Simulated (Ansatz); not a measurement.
## hcp Re

The numbers are results of LDA in Ansatz (plane waves, PAW), not measurements.

Run with plane-wave cutoff 500 eV, 20×20×1 k mesh (along the axes of the cell as run), Fermi–Dirac smearing 0.1 eV, scalar-relativistic PAW data made under PBE.

Cell: relaxed at this level.

- surface energy of the (10-11) face = 4.43 J/m²
- work function of the (10-11) face = 4.33 eV

The slab of 12 atoms is relaxed and unreconstructed.

Spin–orbit coupling is not included.

The computed numbers hold no vibrational or temperature effects.

It cost roughly 40 core-minutes of CPU time.

Ansatz is a program for electronic structure.
